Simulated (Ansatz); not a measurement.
# C₂H₆B− (SMILES [CH2-]BC): one structure at several levels

The task here is to estimate one member of a computed series from the others.

The runs use Ansatz 0.2.0, Gaussian basis; single points in def2-TZVPPD.

2 further runs of the same task are left out: 2 that didn't finish.

## The system as given

SMILES `[CH2-]BC`, 9 atoms, charge -1, spin multiplicity 1.

Atoms are counted from 1 here; the program's logs count them from 0.

Bond lengths: C1–B2 1.504 Å, C1–H4 1.089 Å, C1–H5 1.094 Å, B2–C3 1.622 Å, B2–H6 1.242 Å, C3–H7 1.121 Å, C3–H8 1.080 Å, C3–H9 1.112 Å. Angles: B2–C1–H4 120.3°, B2–C1–H5 122.9°, H4–C1–H5 116.5°, C1–B2–C3 120.4°, C1–B2–H6 121.5°, C3–B2–H6 114.9°, B2–C3–H7 111.2°, B2–C3–H8 112.6°, B2–C3–H9 112.7°, H7–C3–H8 105.7°, H7–C3–H9 107.2°, H8–C3–H9 107.0°.

Geometry (Å):

```xyz
9
charge -1, multiplicity 1
C    -0.81881    0.75492   -1.02775
B     0.12560    0.60921    0.13355
C     0.53230   -0.86257    0.68193
H    -1.46264   -0.07384   -1.31931
H    -0.98574    1.70635   -1.54160
H     0.90590    1.52039    0.45442
H    -0.14631   -1.65198    0.26569
H     1.53121   -1.15273    0.39097
H     0.48301   -0.93682    1.79018
```

Set-up of the first run:

File run/in.yaml:

```yaml
crystal:
  periodic: [false, false, false]
  atoms:
    - {symbol: C, position_ang: [-0.818814, 0.754916, -1.027754]}
    - {symbol: B, position_ang: [0.125595, 0.609209, 0.133546]}
    - {symbol: C, position_ang: [0.532299, -0.862575, 0.681933]}
    - {symbol: H, position_ang: [-1.462639, -0.073837, -1.319310]}
    - {symbol: H, position_ang: [-0.985744, 1.706354, -1.541604]}
    - {symbol: H, position_ang: [0.905897, 1.520389, 0.454420]}
    - {symbol: H, position_ang: [-0.146311, -1.651976, 0.265686]}
    - {symbol: H, position_ang: [1.531207, -1.152730, 0.390970]}
    - {symbol: H, position_ang: [0.483010, -0.936818, 1.790183]}
basis:
  gaussian: {orbitals: "def2-TZVPPD.json"}
total_charge: -1
hamiltonian: {xc: pbe, dispersion: d4}
output: {forces: true}
```

The basis file named in the input lies beside it (Basis Set Exchange, JSON).

Launch:

```sh
$ ansatz run in.yaml --threads 2 --pin off --events-out ev --progress --plain --max-ram 3481MiB
```

Steps of the session up to this table: PBE-D4/def2-TZVPPD; r2SCAN-D4/def2-TZVPPD; PBE0-D4/def2-TZVPPD; wB97M-V/def2-TZVPPD.

One table of the session follows, with a row left open; its other results are not shown here.

```
   method  RMS force component (eV/Å)
   PBE-D4                       0.604
r2SCAN-D4                           ?
  PBE0-D4                       0.645
  wB97M-V                       0.664
```

Estimate the missing values for r2SCAN-D4.

As computed: RMS force component (eV/Å): 0.625. In the column «RMS force component (eV/Å)» it lies between PBE-D4 (0.604) and PBE0-D4 (0.645).

Limits of these values: The anion's highest level is positive in at least one run, so there the basis alone may hold the extra electron.
